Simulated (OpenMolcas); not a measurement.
# NH3S (Thiohydroxylamine) at 6 levels

Aim: a comparison of 6 runs (UHF/STO-3G, M06-2X/STO-3G, PBE0/STO-3G, UPBE/STO-3G, r2SCAN/STO-3G, CISD/STO-3G) of NH3S (Thiohydroxylamine). 

The results are computed with OpenMolcas 26.06.

4 further runs of the same task are left out: 1 for a known fault of the program, 3 set aside as unsound or not needed.

### Step 1. The system as given

The species is NH3S (5 atoms), meant as a singlet with charge 0. SMILES: `NS`. The N1–H3 distance was set to 1.268 Å, away from the relaxed value.

Bond lengths: N1–S2 1.719 Å, N1–H4 1.015 Å, S2–H5 1.338 Å. Angles: N1–S2–H5 95.5°, S2–N1–H4 109.7°. A long bond or contact: N1–H3 1.268 Å.

### Step 2. The energy at UHF/STO-3G (run 1)

Contents of test.inp:

```
>>> EXPORT MOLCAS_PRINT=2

&GATEWAY
  BasLib=$CurrDir
  Coord
  5
  angstrom
  N       -0.207206      -0.309094      -0.383470
  S        0.123824       1.152676       0.458560
  H        0.015040      -1.300690       0.375430
  H       -1.180436      -0.326414      -0.670980
  H        1.070994       1.576746      -0.386630
  Basis=STO-3G
  Group=NoSym

&SEWARD

&SCF
  UHF
  Thresholds=1e-10 1e-07 1e-07 1e-05
  Scramble=0.25
  PrOrbitals=1 1
```

The basis set STO-3G is read from a file made from the Basis Set Exchange's data (not shown).

Command:

```console
export MOLCAS_MEM=1860
pymolcas test.inp > test.log
```

The program printed:

```text
--- Start Module: gateway ---
[...]
--- Stop Module: gateway /rc=_RC_ALL_IS_WELL_ ---
--- Start Module: seward ---
[...]
      Basis functions           17
--- Stop Module: seward /rc=_RC_ALL_IS_WELL_ ---
--- Start Module: scf ---
[...]
       Convergence after  17 Iterations
[...]
::    Total SCF energy                               -448.5794563074
[...]
      Total spin, S                                     0.0000000000
[...]
      Total electronic charge=   26.000000
      Total            charge=   -0.000000
[...]
      Dipole Moment (debye):
      Origin of the operator (angstrom)=    0.0196    0.6628    0.1756
                   X= -5.7612E-01               Y= -1.9128E-01               Z=  4.1508E-01           Total=  7.3538E-01
      Quadrupole Moment (debye*angstrom):
[...]
--- Stop Module: scf /rc=_RC_ALL_IS_WELL_ ---
[...]
```

Wall time 1.9 s (1 thread of Arm Neoverse V1, shared host); peak memory 0.37 GiB.

### Step 3. A single-point energy at M06-2X/STO-3G (run 2)

Contents of test.inp:

```
* H3NS Kohn-Sham DFT

&GATEWAY
 BasLib
 $CurrDir
 Coord
 5
 angstrom
 N       -0.207206      -0.309094      -0.383470
 S        0.123824       1.152676       0.458560
 H        0.015040      -1.300690       0.375430
 H       -1.180436      -0.326414      -0.670980
 H        1.070994       1.576746      -0.386630
 Basis
 STO-3G
 Group
 NoSym

&SEWARD
 GridInput
 Grid=UltraFine
 End of Grid

&SCF
 KSDFT
 M062X
 Thresholds
 1e-10 1e-07 1e-07 1e-05
 PrOrbitals
 1 1
```

The basis set STO-3G is read from a file made from the Basis Set Exchange's data (not shown).

Command:

```console
export MOLCAS_MEM=1860
pymolcas test.inp > test.log
```

The program printed:

```text
--- Start Module: gateway ---
[...]
--- Stop Module: gateway /rc=_RC_ALL_IS_WELL_ ---
--- Start Module: seward ---
[...]
      Basis functions           17
--- Stop Module: seward /rc=_RC_ALL_IS_WELL_ ---
--- Start Module: scf ---
[...]
       Convergence after  11 Iterations
[...]
::    Total KS-DFT energy                            -449.5323651988
[...]
      Total spin, S                                     0.0000000000
[...]
      Total electronic charge=   26.000000
      Total            charge=   -0.000000
[...]
      Dipole Moment (debye):
      Origin of the operator (angstrom)=    0.0196    0.6628    0.1756
                   X= -6.1399E-01               Y= -2.5853E-01               Z=  4.0988E-01           Total=  7.8218E-01
      Quadrupole Moment (debye*angstrom):
[...]
--- Stop Module: scf /rc=_RC_ALL_IS_WELL_ ---
[...]
```

It took 5.1 s on 1 thread of Arm Neoverse V1, shared host; peak memory 0.37 GiB.

Runs 3 to 5 aren't shown in full; the table further down has their settings and results.

### Step 4. A single-point energy at CISD/STO-3G (run 6)

Contents of test.inp:

```
&gateway
 baslib = $CurrDir
 coord
 5
 angstrom
 N       -0.207206      -0.309094      -0.383470
 S        0.123824       1.152676       0.458560
 H        0.015040      -1.300690       0.375430
 H       -1.180436      -0.326414      -0.670980
 H        1.070994       1.576746      -0.386630
 basis = STO-3G
 group = NoSym

&seward

&scf
 thresholds = 1e-10 1e-07 1e-07 1e-05
 prorbitals = 1 1

&motra
 frozen = 6

&guga
 electrons = 14
 spin = 1
 inactive = 7
 active = 0
 ciall = 1

&cpf
 sdci
```

The basis set STO-3G is read from a file made from the Basis Set Exchange's data (not shown).

Command:

```console
export MOLCAS_MEM=1860
pymolcas test.inp > test.log
```

The program printed:

```text
--- Start Module: gateway ---
[...]
--- Stop Module: gateway /rc=_RC_ALL_IS_WELL_ ---
[...]
      Basis functions           17
[...]
       Convergence after  11 Iterations
[...]
::    Total SCF energy                               -448.5794563074
[...]
      Total spin, S                                     0.0000000000
[...]
      *** WARNING: Default frozen orbitals is overwritten by user input.
      *** Default values:   6
[...]
--- Start Module: guga ---
[...]
--- Stop Module: guga /rc=_RC_ALL_IS_WELL_ ---
--- Start Module: cpf ---
[...]
      Active orbitals                            0       0
[...]
      Spin quantum number                      0.0
[...]
     FINAL CI ENERGY          -448.68547208
     FINAL CORRELATION ENERGY   -0.10601577  REFERENCE ENERGY    -448.57945631
[...]
     REL. CI ENERGY           -448.68547208
[...]
      Total electronic charge=   26.000000
      Total            charge=    0.000000
[...]
      Dipole Moment (debye):
      Origin of the operator (angstrom)=    0.0196    0.6628    0.1756
                   X= -6.1487E-01               Y= -1.4586E-01               Z=  4.0499E-01           Total=  7.5057E-01
      Quadrupole Moment (debye*angstrom):
[...]
--- Stop Module: cpf /rc=_RC_ALL_IS_WELL_ ---
[...]
```

Run time: 1.9 s. Hardware: 1 thread of Arm Neoverse V1, shared host; peak memory 0.37 GiB.

### Step 5. All runs side by side

| run | level | scramble | integration grid | energy (Eh) | dipole moment (D) of the reference | HOMO energy (eV) | LUMO energy (eV) | wall time |
| --- | --- | --- | --- | --- | --- | --- | --- | --- |
| 1 | UHF/STO-3G | 0.25 | – | -448.579456 | 0.74 | -7.32 | 11.16 | 1.9 s |
| 2 | M06-2X/STO-3G | – | UltraFine | -449.532365 | 0.78 | -5.07 | 6.97 | 5.1 s |
| 3 | PBE0/STO-3G | – | UltraFine | -449.339892 | 0.75 | -3.69 | 5.63 | 4.2 s |
| 4 | UPBE/STO-3G | 0.25 | UltraFine | -449.272212 | 0.77 | -2.05 | 4.14 | 6.6 s |
| 5 | r2SCAN/STO-3G | – | UltraFine | -449.485337 | 0.76 | -2.45 | 4.44 | 5.1 s |
| 6 | CISD/STO-3G | – | – | -448.685472 | 0.74 | -7.32 | 11.16 | 1.9 s |

### Step 6. Results

```
                                          quantity          value
                               run 6: total energy  -448.68547 Eh
         run 6: dipole moment (mean-field density)         0.74 D
        run 6: HOMO energy (Hartree–Fock orbitals)       -7.32 eV
        run 6: LUMO energy (Hartree–Fock orbitals)       11.16 eV
      run 6: HOMO–LUMO gap (Hartree–Fock orbitals)       18.48 eV
run 6: correlation energy (6 core orbitals frozen)     -106.0 mEh
```

In words: Over runs 1, 2, 3, 4, 5 the dipole moment (its size) runs from 0.74 D (UHF/STO-3G) to 0.78 D (M06-2X/STO-3G). Over runs 1, 2, 3, 4, 5 the HOMO–LUMO gap runs from 6.18 eV (UPBE/STO-3G) to 18.48 eV (UHF/STO-3G). Exact exchange widens orbital gaps. Totals of different functionals can't be ranked against each other. In runs 1, 2, 3, 4, 5, 6 the basis is minimal, so the values are rough. All runs together took 25 s, the longest 6.6 s.
